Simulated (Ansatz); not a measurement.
One starting cell of Ni (a generated cell, Ni placed in the AFLOW prototype A_hR2_166_c (A7, as in As)) was relaxed twice with Ansatz (plane waves, PAW, scalar-relativistic): with r2SCAN at 500 eV and with PBE at 420 eV. The r2SCAN result:

Space group Fm-3m (No. 225); a = 3.478 Å, b = 3.478 Å, c = 3.478 Å, α = 90.00°, β = 90.00°, γ = 90.00°

| atom | site | symmetry | x | y | z |
|---|---|---|---|---|---|
| Ni | 4b | m-3m | 0.5000 | 0.5000 | 0.5000 |
(The calculation used a cell of 1 atom; values per cell refer to that cell.)

```
quantity                                 r2SCAN            PBE
--------------------------------  -------------  -------------
space group                               Fm-3m          Fm-3m
volume (Å³/atom)                          10.52          10.89
a (Å)                                     3.478          3.519
gap (eV, no spin-orbit coupling)           0.00           0.00
spin order                        ferromagnetic  ferromagnetic
net moment (μB/atom)                       0.74           0.63
```

Both levels end in the same structure; PBE's volume is 3.5 % larger. Neither column is exact.

Spin states reached: ferromagnetic; spin orders were not searched systematically. r2SCAN tends to overstate moments in metals.

Measured for Ni: a 3.508 Å (static lattice; corrected from measurement; as listed in Daniel Mejia-Rodriguez, S. B. Trickey, Phys. Rev. B (2018)). Computed minus measured — a: r2SCAN -0.9 %, PBE +0.3 %. The computed values are for a static lattice.

The run could not lose the symmetry of its start; a randomly shaken copy of 2 atoms returns to this structure.

Ansatz is a program for electronic structure.
